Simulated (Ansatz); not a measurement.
**Na, bcc: geometry optimisation**

Level of theory: DFT, BLYP, plane waves (420 eV) with PAW, scalar-relativistic in Ansatz 0.2.0. The PAW files were generated under PBE, with cores re-solved for the functional.

k-point mesh 11×11×11, Fermi-Dirac smearing 0.1 eV, no spin polarisation. Cell and atoms relax.

Starting structure:

```yaml
crystal:
  lattice:
    - [-2.1125, 2.1125, 2.1125]
    - [2.1125, -2.1125, 2.1125]
    - [2.1125, 2.1125, -2.1125]
  atoms:
    - { symbol: Na, position: [0.0, 0.0, 0.0] }
hamiltonian:
  xc: blyp
  pseudopotentials:
    kind: paw
    azcp:
      Na: "pseudopotentials/Na.paw.azcp"
basis:
  ecutwfc: 420
  fft_grid_basis: typed
kpoints:
  mp_grid: { grid: [11, 11, 11], shift: [0, 0, 0] }
magnetization:
  spin_polarized: false
scf:
  occupations: { method: fermi_dirac, width: 0.1 }
relax:
  max_steps: 60
  f_tol: 0.01
  cell: {}
```

Question: What cell does the relaxation end in?

Answer: Im-3m with a = 4.208 Å; 37.25 Å³ per atom against 37.71 at the start (-1.2 %).

Question: How much energy does the relaxation gain?

Answer: 0.1 meV per atom.
